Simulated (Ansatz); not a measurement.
Rock-salt BaTe, treated with PBE+SOC (PAW; Ansatz, a program for electronic structure).

Numerical settings: plane-wave cutoff 520 eV, 8×8×8 k mesh, Fermi–Dirac smearing 0.01 eV, PAW data made under PBE.

Computed points:

```
V (Å³/atom)  E − E_lowest (meV/atom)  P (GPa)
-----------  -----------------------  -------
41.415                         15.79    2.023
42.296                          6.76    1.275
43.177                          1.63    0.603
44.058                          0.00    0.001
44.939                          1.51   -0.540
45.821                          5.84   -1.026
46.702                         12.71   -1.463
```

Question: Estimate the bulk modulus and its pressure derivative from these points.

Answer: V0 = 44.059 Å³/atom, B0 = 28.5 GPa, B′ = 4.4 (fit to the energies at full precision).

Measured, for comparison: equilibrium volume per atom 43.00 Å³/atom (room temperature, no zero-point or thermal correction; as tabulated in Lucero et al. (2012), arXiv:1111.4515). Computed (rounded) less measured: equilibrium volume per atom +2.5 %.
